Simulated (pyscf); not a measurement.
Thermochemistry of product channels of `[CH3][CH3]` + `[C]#[CH]` [doublet] on the doublet surface, in kcal/mol, from ωB97M-D3(BJ)/def2-TZVP energies (ideal gas, 1 atm, RRHO with modes under 100 cm⁻¹ raised to 100, one conformer, R ln 2 for chiral ones without a mode under 150 cm⁻¹). PySCF, gas phase, ωB97X-D3(BJ)/def2-SVP geometries.

```tsv
products	ΔE	ΔH(298 K)	ΔG(600 K)	ΔG(900 K)
`[CH]=[CH][CH2][CH3]` [doublet]	-62.2	-60.2	-41.0	-31.5
`[CH3][C]=[CH][CH3]` [doublet]	-67.8	-65.8	-47.7	-38.8
```

These are energies of the channels, which say nothing of barriers. •HC=CH–CH₂–CH₃ lies 27.8 kcal/mol over its isomer •H₂C–CH=CH–CH₃ (electronic energy, ωB97M-D3(BJ)/def2-TZVP). H₃C–C•=CH–CH₃ lies 22.1 kcal/mol over its isomer •H₂C–CH=CH–CH₃ (electronic energy, ωB97M-D3(BJ)/def2-TZVP). C₂H has a Π state close over its Σ ground state, and the state reached was not checked.
